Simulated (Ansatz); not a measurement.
in.yaml

```yaml
crystal:
  periodic: [false, false, false]
  atoms:
    - {symbol: Al, position_ang: [-0.117591, 0.000000, 0.000000]}
    - {symbol: H, position_ang: [-0.910515, 1.373384, 0.000000]}
    - {symbol: H, position_ang: [-0.910514, -1.373384, 0.000000]}
    - {symbol: H, position_ang: [2.062409, 0.000000, 0.000000]}
    - {symbol: H, position_ang: [2.906409, 0.000000, 0.000000]}
basis:
  gaussian: {orbitals: 6-31G}
magnetization: {spin_polarized: false, initial_magnetization: 1}
correlation: {method: fci, electrons: outside_noble_gas}
```

```sh
$ ansatz run in.yaml --threads 1 --pin off --events-out ev --progress --plain --max-ram 2393MiB
```

The program prints:

```
446 factors; integrals over basis functions are off by at most 1.7e-7 eV
mean field evaluation 1: about -6641.4878 eV, gradient 6.5e0 eV
mean field evaluation 2: about -6641.4895 eV, gradient 6.5e0 eV
mean field evaluation 4: about -6641.9908 eV, gradient 3.1e-1 eV
mean field evaluation 8: about -6641.9927 eV, gradient 2.3e-4 eV
mean field evaluation 16: about -6641.9918 eV, gradient 2.7e-1 eV
mean field -6641.99273750 eV, -244.0887309988 hartree, gradient 5.3e-7 eV, S^2 0.750000; 2 other end points of the search recorded, 0 dependent functions left out
mean field evaluation 32: about -6641.9328 eV, gradient 1.1e0 eV
5 core orbitals not correlated: weight in the atoms' cores, before any rotation towards them, 1.000 or more for the frozen orbitals, at most 0.000 for the correlated occupied ones
reference -6641.99273750 eV, -244.0887309988 hartree; 4, 3 occupied and 12, 13 virtual orbitals, 446 factors
state -6644.01795407 eV, -244.1631563349 hartree
Total energy: -6644.01795407 eV, -244.1631563349 hartree
```

Natural occupations: 1.9672 1.9637 1.9600 0.9950 0.0347 0.0254 0.0222 0.0127 0.0049 0.0044 0.0042 0.0030 0.0012 0.0009 0.0005 0.0001.

Ran on 1 thread of AMD EPYC 7R43, shared host: 2.1 s wall, 0.13 GiB peak host memory.
